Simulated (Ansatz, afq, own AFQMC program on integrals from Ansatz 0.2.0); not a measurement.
# SiH2O, triplet: AFQMC among the cluster methods

```
atom    x (Å)    y (Å)    z (Å)
  Si   0.0168  -0.0832   0.4840
   O  -0.0805   0.0715  -0.8465
   H   0.0714   1.1744   1.2949
   H   0.7369   0.0085  -1.3456
```

Connectivity, by distances: SiH–OH.

Basis cc-pVDZ. Only valence electrons are correlated. Integrals, coupled cluster, full CI and functionals: Ansatz 0.2.0; the random walks run on the same integrals in our own AFQMC program. ph-AFQMC/CISD is guided by a CISD state made of CCSD amplitudes; releasing the constraint for a short imaginary time cuts its bias at the price of noise, slowly where states lie close. Error bars are statistical, one sigma.

Determinant: UHF, the one that the program's search chose, which needn't be the lowest solution. The geometry is a point of a scan.

No full CI on the walks' own integrals is used here; CCSDT(Q) serves as the reference and is uncertain by about the last step of the cluster series.

Cautions: lower spins were not checked.

- T1 diagnostic: 0.0159
- weight of the determinant in the CISD state: 0.909
- ⟨S²⟩ of the determinant: 2.005
- size of the correlated space: 12 electrons in 36 orbitals

```json
{"level": "MP2", "correlation energy (eV)": "-6.7306"}
{"level": "CCSD", "correlation energy (eV)": "-7.2556"}
{"level": "CCSD(T)", "correlation energy (eV)": "-7.3986"}
```

(1) Estimate where AFQMC with the constraint released lies against CCSD(T) on the same integrals.

(1) 27.7 ± 13.7 meV below CCSD(T).

Reference: CCSDT(Q), correlation energy -7.428 eV. The released energy is read at 1.62 1/Eh, later times being too noisy (meV from the phaseless value at times in 1/Eh: -6 ± 15 at 0.24, -2 ± 11 at 0.51, -16 ± 14 at 0.99, -11 ± 14 at 1.62, -17 ± 22 at 2.40).

```csv
level,E − E(reference) (meV),share of correlation (%)
CCSD(T),29.5,99.60
CCSDT,14.3,99.81
ph-AFQMC/CISD,13.0 ± 10.6,99.83
released AFQMC,1.8 ± 13.7,99.98
```

Released energies are given only where the last usable release times agree within the noise; a slower fall can still hide under it.
